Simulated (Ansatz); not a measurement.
# HOF (hypofluorous acid): levels of theory compared

Aim: a comparison of 6 runs (UHF/STO-3G, UPBE0/STO-3G, r2SCAN0/STO-3G, wB97M-V/STO-3G, RPA@PBE/STO-3G, UCCSD(T)/STO-3G) of HOF (hypofluorous acid). 

The results are computed with Ansatz 0.2.0.

55 further runs of the same task are left out: 1 that didn't finish, 54 set aside as unsound or not needed.

## (1) The system as given

HOF: 3 atoms, total charge 0, spin state singlet. SMILES: `OF`. The H3–O1 distance was set to 1.938 Å, away from the relaxed value. At this shape a bond of the SMILES string is far longer than usual.

Bond lengths: O1–F2 1.406 Å.

## (2) A single-point energy at UHF/STO-3G (run 1)

run.yaml reads:

```yaml
crystal:
  periodic: [false, false, false]
  atoms:
    - symbol: O
      position_ang: [1.069866, 0.383596, 0.638007]
    - symbol: F
      position_ang: [0.417366, 1.608556, 0.410697]
    - symbol: H
      position_ang: [-0.208690, -0.804280, -0.205350]
basis:
  gaussian: {orbitals: STO-3G}
magnetization: {spin_polarized: true, initial_magnetization: 0}
hamiltonian: {xc: hf}
accuracy: high
```

Started as:

```console
ansatz run run.yaml --threads 1 --pin off --max-ram 3480MiB --events-out events.jsonl --progress --plain --runs-dir runs
```

The log of the run:

```text
Warning: RAYON_NUM_THREADS=1 ignored (pool sized by the plan → 1); use --threads N
Functional definition: HF
  name "HF"
  exchange = exact_x
  correlation = 0
167 factors; integrals over basis functions are off by at most 3.5e-8 eV
mean field evaluation 1: about -4682.1631 eV, gradient 8.6e0 eV
mean field evaluation 2: about -4682.2554 eV, gradient 8.7e0 eV
mean field evaluation 4: about -4683.5944 eV, gradient 1.2e0 eV
mean field evaluation 8: about -4683.6241 eV, gradient 1.6e-2 eV
mean field evaluation 16: about -4684.5034 eV, gradient 5.4e0 eV
mean field evaluation 32: about -4687.6380 eV, gradient 1.2e-7 eV
mean field evaluation 64: about -4687.3080 eV, gradient 4.5e-1 eV
mean field evaluation 96: about -4687.4315 eV, gradient 1.4e0 eV
mean field evaluation 128: about -4687.0532 eV, gradient 2.9e0 eV
mean field evaluation 160: about -4683.5275 eV, gradient 1.7e-2 eV
mean field -4687.63800875 eV, -172.2675194266 hartree, gradient 2.6e-8 eV, S^2 1.042673; 12 other end points of the search recorded, 0 dependent functions left out
reference -4687.63800875 eV, -172.2675194266 hartree; 9, 9 occupied and 2, 2 virtual orbitals, 167 factors
Total energy: -4687.63800875 eV, -172.2675194266 hartree
```

Run time: 0.16 s. Hardware: 1 thread of Arm Neoverse V1, shared host.

## (3) A single-point energy at UPBE0/STO-3G (run 2)

input.yaml reads:

```yaml
crystal:
  periodic: [false, false, false]
  atoms:
    - {symbol: O, position_ang: [1.069866, 0.383596, 0.638007]}
    - {symbol: F, position_ang: [0.417366, 1.608556, 0.410697]}
    - {symbol: H, position_ang: [-0.208690, -0.804280, -0.205350]}
basis:
  gaussian:
    orbitals: STO-3G
magnetization:
  spin_polarized: true
  initial_magnetization: 0
hamiltonian:
  xc: {name: PBE0}
accuracy: high
```

Started as:

```console
ansatz run input.yaml --threads 1 --pin off --max-ram 3480MiB --events-out events.jsonl --progress --plain --runs-dir runs
```

The log of the run:

```text
Warning: RAYON_NUM_THREADS=1 ignored (pool sized by the plan → 1); use --threads N
Functional definition: PBE0
  name "PBE0"
  parameter a = 0.25
  parameter kappa = 0.804
  parameter beta = 0.06672455060314922
  exchange = (1 - a)*pbe_x(kappa = kappa, mu = beta*pi^2/3) + a*exact_x
  correlation = pbe_c(beta = beta)
167 factors; integrals over basis functions are off by at most 3.5e-8 eV
mean field evaluation 1: about -4700.7508 eV, gradient 4.3e0 eV
mean field evaluation 2: about -4700.7702 eV, gradient 3.2e0 eV
mean field evaluation 4: about -4700.8801 eV, gradient 9.7e-1 eV
mean field evaluation 8: about -4700.8691 eV, gradient 1.9e-3 eV
mean field evaluation 16: about -4701.1365 eV, gradient 1.6e0 eV
mean field evaluation 32: about -4700.5639 eV, gradient 5.8e0 eV
mean field evaluation 64: about -4701.5789 eV, gradient 8.8e-1 eV
mean field -4701.78781424 eV, -172.7875151871 hartree, gradient 2.8e-8 eV, S^2 0.796295; 5 other end points of the search recorded, 0 dependent functions left out
reference -4701.78781511 eV, -172.7875152189 hartree; 9, 9 occupied and 2, 2 virtual orbitals, 167 factors
Total energy: -4701.78781511 eV, -172.7875152189 hartree
```

It took 2.2 s on 1 thread of Arm Neoverse V1, shared host; peak memory 0.097 GiB.

Runs 3 to 5 aren't shown in full; the table further down has their settings and results.

## (4) A single-point energy at UCCSD(T)/STO-3G (run 6)

run.yaml reads:

```yaml
crystal:
  periodic: [false, false, false]
  atoms:
    - {symbol: O, position_ang: [1.069866, 0.383596, 0.638007]}
    - {symbol: F, position_ang: [0.417366, 1.608556, 0.410697]}
    - {symbol: H, position_ang: [-0.208690, -0.804280, -0.205350]}
basis:
  gaussian: {orbitals: STO-3G}
correlation: {method: ccsd_t, frozen_orbitals: {F: 1, H: 0, O: 1}}
scf: {omitted_lower_state_checks: [cluster_reference, increment]}
magnetization: {spin_polarized: true}
accuracy: high
```

Started as:

```console
ansatz run run.yaml --threads 1 --pin off --max-ram 3480MiB --events-out events.jsonl --progress --plain --runs-dir runs
```

The log of the run, cut to the lines that bear on the results:

```text
Warning: RAYON_NUM_THREADS=1 ignored (pool sized by the plan → 1); use --threads N
[... 2 set-up lines as earlier in the session ...]
[...]
167 factors; integrals over basis functions are off by at most 3.5e-8 eV
[...]
mean field -4687.63800875 eV, -172.2675194266 hartree, gradient 2.6e-8 eV, S^2 1.042673; 15 other end points of the search recorded, 0 dependent functions left out
2 core orbitals not correlated: weight in the atoms' cores, before any rotation towards them, 1.000 or more for the frozen orbitals, at most 0.000 for the correlated occupied ones
reference -4687.63800875 eV, -172.2675194266 hartree; 7, 7 occupied and 2, 2 virtual orbitals, 167 factors
second order -1.02323445 eV of doubles, -0.00000000 eV of singles
cycle   1  -1.36069813 eV  change   -3.4e-1 eV  update   6.8e-2
[...]
cycle  34  -2.12101938 eV  change   5.7e-10 eV  update  4.0e-10
perturbative correction -0.05173044 eV, -0.0019010587 hartree
Total energy: -4689.81075858 eV, -172.3473665099 hartree
Checks for a lower state left out: cluster_reference, increment
```

Run time: 0.34 s. Hardware: 1 thread of Arm Neoverse V1, shared host.

## (5) All runs side by side

```
run            level  frozen core orbitals  energy (Eh)  wall time
  1       UHF/STO-3G                     –  -172.267519     0.16 s
  2     UPBE0/STO-3G                     –  -172.787515      2.2 s
  3   r2SCAN0/STO-3G                     –  -172.828647      1.3 s
  4   wB97M-V/STO-3G                     –  -172.900446      7.2 s
  5   RPA@PBE/STO-3G                     2  -172.384317     0.79 s
  6  UCCSD(T)/STO-3G                     2  -172.347367     0.34 s
```

## (6) Outcome

| quantity | value |
| --- | --- |
| run 6: total energy | -172.34737 Eh |
| run 6: correlation energy (2 core orbitals frozen) | -79.8 mEh |
| run 6: (T) correction | -1.90 mEh |
| run 6: ⟨S²⟩ of the reference determinant | 1.043 |
| run 6: T1 diagnostic | 0.053 |

What this shows: Totals of different functionals can't be ranked against each other. In run 5 the log says that unrestricted orbitals would lower the reference, so the values rest on an unstable closed-shell determinant (other closed-shell runs at this shape may share the fault). In runs 1, 2, 3, 4, 5, 6 the basis is minimal, so the values are rough. In runs 3, 4, 5 a closed-shell determinant meets a far-stretched bond, which it describes badly. Spin contamination of the reference: run 1 ⟨S²⟩ = 1.04, run 6 ⟨S²⟩ = 1.04, run 2 ⟨S²⟩ = 0.80. Where it is this large, the reference is a mixture of spin states, and values that rest on it are in doubt. All runs together took 12 s, the longest 7.2 s.
